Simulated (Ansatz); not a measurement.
**B3H+ (doublet): from Hartree-Fock to the top rungs, def2-TZVPP**

The task here is to estimate one member of a computed series from the others.

The runs use Ansatz 0.2.0, Gaussian basis; def2-TZVPP, core rule «outside noble gas», up to 3 orbitals frozen.

To be run: UHF; ROHF; CCSD(T) on UHF.

2 further runs of the same task are left out: 2 set aside as unsound or not needed.

## The geometry

The geometry is a PBE0/def2-TZVP stationary point (not a proven minimum) of the parent state, kept for this charge and spin.

4 atoms, charge 1, spin multiplicity 2.

Atoms are counted from 1 here; the program's logs count them from 0.

Bond lengths: B1–B2 1.556 Å, B1–B3 1.548 Å, B2–B3 1.853 Å, B2–H4 1.183 Å. Angles: B2–B1–B3 73.3°, B1–B2–B3 53.2°, B1–B2–H4 169.4°, B3–B2–H4 137.4°, B1–B3–B2 53.5°.

Set-up of the first run:

The input, in.yaml:

```yaml
crystal:
  periodic: [false, false, false]
  atoms:
    - {symbol: B, position_ang: [0.000000, -0.796508, -0.346642]}
    - {symbol: B, position_ang: [0.000000, 0.061998, 0.950518]}
    - {symbol: B, position_ang: [0.000000, 0.685766, -0.794078]}
    - {symbol: H, position_ang: [0.000000, 0.522819, 2.040076]}
basis:
  gaussian: {orbitals: def2-TZVPP}
total_charge: 1
magnetization: {spin_polarized: true, initial_magnetization: 1}
hamiltonian: {xc: hf}
output: {orbitals: {seedname: orbitals}}
```

Launch:

```bash
$ ansatz run in.yaml --threads 1 --pin off --events-out ev --progress --plain --max-ram 4096MiB --backend cpu
```

Among the steps run: UHF; ROHF; CCSD(T) on UHF.

One of the session's tables, all rows but one given; the rest of the session is left out.

```
  method  from UCCSD(T) (kcal/mol)
    ROHF                   +178.98
    UMP2                         ?
   UCCSD                    +12.13
UCCSD(T)                         0
```

**Question.** Estimate the row for UMP2.

**Answer.** from UCCSD(T) (kcal/mol): +42.71. In the column «from UCCSD(T) (kcal/mol)» it lies between UCCSD (+12.13) and ROHF (+178.98).

Left out of the table: UHF (another determinant or state than the rows shown).

Limits of these values: The determinant is far from a pure spin state, so its energy mixes those of several spin states (harmless only where they are near-degenerate, as at dissociation). Warnings: spin contamination; coupled cluster took another determinant than the lowest.
